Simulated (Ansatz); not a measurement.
# AlH₃OS (SMILES [OH][AlH][SH]): functionals against CCSD(T) at one geometry

The atoms stand at a structure displaced at random from a GFN2-xTB minimum. How far do the functionals agree with CCSD(T) there?

Computed with Ansatz 0.2.0, Gaussian basis. Level: single points in def2-TZVPP.

Cores are frozen in the correlated methods.

## (1) Starting geometry

SMILES `[OH][AlH][SH]`, 6 atoms, charge 0, spin multiplicity 1.

Atoms are counted from 1 here; the program's logs count them from 0.

Bond lengths: O1–Al2 1.680 Å, O1–H4 0.965 Å, Al2–S3 2.143 Å, Al2–H5 1.518 Å, S3–H6 1.283 Å. Angles: Al2–O1–H4 173.6°, O1–Al2–S3 121.4°, O1–Al2–H5 119.0°, S3–Al2–H5 119.6°, Al2–S3–H6 91.8°.

Coordinates:

```tsv
atom	x (Å)	y (Å)	z (Å)
O1	-1.33730	-0.23840	-0.92870
Al2	0.15740	0.07520	-0.22960
S3	0.46070	-0.10010	1.88490
H4	-2.22060	-0.31630	-1.30940
H5	1.30540	0.52040	-1.11720
H6	1.72300	0.09220	1.76150
```

## (2) CCSD(T)/def2-TZVPP

File run/in.yaml:

```yaml
crystal:
  periodic: [false, false, false]
  atoms:
    - {symbol: O, position_ang: [-1.337300, -0.238400, -0.928700]}
    - {symbol: Al, position_ang: [0.157400, 0.075200, -0.229600]}
    - {symbol: S, position_ang: [0.460700, -0.100100, 1.884900]}
    - {symbol: H, position_ang: [-2.220600, -0.316300, -1.309400]}
    - {symbol: H, position_ang: [1.305400, 0.520400, -1.117200]}
    - {symbol: H, position_ang: [1.723000, 0.092200, 1.761500]}
basis:
  gaussian: {orbitals: def2-TZVPP}
correlation: {method: ccsd_t}
output: {forces: true}
```

No record of the launch command was kept for these runs.

## (3) PBE0-D4/def2-TZVPP

run/in.yaml, as its differences from that of step 2:

```diff
@@ -11,3 +11,3 @@
   gaussian: {orbitals: def2-TZVPP}
-correlation: {method: ccsd_t}
-output: {forces: true}
+hamiltonian: {xc: pbe0, dispersion: d4}
+output: {forces: true, orbitals: {seedname: orbitals}}
```

## (4) wB97M-V/def2-TZVPP

run/in.yaml, as its differences from that of step 3:

```diff
@@ -11,3 +11,3 @@
   gaussian: {orbitals: def2-TZVPP}
-hamiltonian: {xc: pbe0, dispersion: d4}
-output: {forces: true, orbitals: {seedname: orbitals}}
+hamiltonian: {xc: {name: wB97M-V}}
+output: {forces: true}
```

## (5) r2SCAN-D4/def2-TZVPP

run/in.yaml, as its differences from that of step 4:

```diff
@@ -11,3 +11,3 @@
   gaussian: {orbitals: def2-TZVPP}
-hamiltonian: {xc: {name: wB97M-V}}
+hamiltonian: {xc: r2scan, dispersion: d4}
 output: {forces: true}
```

## (6) PBE-D4/def2-TZVPP

run/in.yaml, as its differences from that of step 5:

```diff
@@ -11,3 +11,3 @@
   gaussian: {orbitals: def2-TZVPP}
-hamiltonian: {xc: r2scan, dispersion: d4}
+hamiltonian: {xc: pbe, dispersion: d4}
 output: {forces: true}
```

## (7) revPBE-D4/def2-TZVPP

run/in.yaml, as its differences from that of step 6:

```diff
@@ -11,3 +11,3 @@
   gaussian: {orbitals: def2-TZVPP}
-hamiltonian: {xc: pbe, dispersion: d4}
+hamiltonian: {xc: {name: revPBE}, dispersion: d4}
 output: {forces: true}
```

## (8) HSE06-D4/def2-TZVPP

run/in.yaml, as its differences from that of step 7:

```diff
@@ -11,3 +11,3 @@
   gaussian: {orbitals: def2-TZVPP}
-hamiltonian: {xc: {name: revPBE}, dispersion: d4}
+hamiltonian: {xc: hse06, dispersion: d4}
 output: {forces: true}
```

(Steps that only read results are left out.)

What does the calculation give? Wanted: energy less free atoms, CCSD(T)/def2-TZVPP; RMS force component; RMS force error; HOMO and LUMO, PBE0-D4; T1 diagnostic.

The runs gave:

| quantity | value |
| --- | --- |
| energy less free atoms, CCSD(T)/def2-TZVPP | -444.9 kcal/mol |
| RMS force component | 0.768 to 0.853 eV/Å over the methods |
| RMS force error | PBE0-D4 0.067, wB97M-V 0.057, r2SCAN-D4 0.064, PBE-D4 0.190, revPBE-D4 0.194, HSE06-D4 0.066 eV/Å |
| HOMO and LUMO, PBE0-D4 | -7.75 and -0.44 eV |
| T1 diagnostic | 0.011 |

What this shows: Against CCSD(T) the functionals' energies less atoms differ by -15.2 to -0.5 kcal/mol, PBE-D4 by -12.2 kcal/mol. A larger basis would deepen the CCSD(T) value, while the functionals are nearly converged already, so the order here is not reliable. For forces wB97M-V does best and revPBE-D4 worst. Frozen-core CCSD(T) forces in triple zeta carry basis errors of their own, and this is one geometry, so small gaps rank nothing.
